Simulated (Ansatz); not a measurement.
Wavefunction ladder for `F[CH2][AlH2]`

```xyz
7

F    -0.0386    0.6309    1.7869
C     0.3853    0.6439    0.4547
Al   -0.4557   -0.7925   -0.6188
H     1.4810    0.5624    0.4518
H     0.1641    1.6385    0.0434
H    -1.4867   -1.8010    0.0341
H    -0.0493   -0.8822   -2.1521
```

Total charge 0; spin multiplicity 1. The geometry is a stationary point of PBE0-D4/def2-TZVP. Frozen core, restricted reference, the Gaussian-basis code of Ansatz. CBS rows extrapolate triple and quadruple zeta; past MP2 they add the triple-zeta difference.

```json
{"basis": "def2-SVP", "HF (Eh)": "-381.32753", "MP2 corr.": "-0.39003", "CCSD corr.": "-0.42417", "(T)": "-0.00834", "CCSD(T) total": "-381.76004"}
{"basis": "def2-TZVPP", "HF (Eh)": "-381.58447", "MP2 corr.": "-0.50447", "CCSD corr.": "-0.53433", "(T)": "-0.01617", "CCSD(T) total": "-382.13497"}
{"basis": "def2-QZVPP", "HF (Eh)": "-381.59819", "MP2 corr.": "-0.54645", "CCSD corr.": "–", "(T)": "–", "CCSD(T) total": "–"}
{"basis": "CBS(def2)", "HF (Eh)": "-381.60009", "MP2 corr.": "-0.57754", "CCSD corr.": "-0.60739", "(T)": "as TZ", "CCSD(T) total": "-382.22365"}
```
